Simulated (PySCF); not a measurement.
## Silicon: a sound run and one with changed settings

Sound run: Si [Ne] 3s2 3p2, Si⁺ [Ne] 3s2 3p1. Computed with PySCF 2.14 in 6-31G*, with no relativity, point nucleus. In the sound run the correlated levels freeze [Ne]. The sound run starts from symmetry-adapted Hartree-Fock orbitals and uses a fine grid where one is needed.

Changed run: a valence shell is frozen. This setting is unsound on purpose.

```
species   method  sound run (hartree)  changed run (hartree)  converged
     Si      MP2           -288.87085             -288.83420        yes
     Si  CCSD(T)           -288.88797             -288.83545        yes
```

Ionisation energy of Si:

```csv
method,sound run (eV),changed run (eV)
UHF,7.633,7.633
MP2,7.789,7.719
SCS-MP2,7.727,7.661
CCSD,7.770,7.753
CCSD(T),7.777,7.753
CCSDT,n/a,7.753
FCI,n/a,7.753
```

Freezing a valence shell removes pair correlation that changes on ionisation.

For comparison, NIST gives 8.152 eV between the lowest levels.
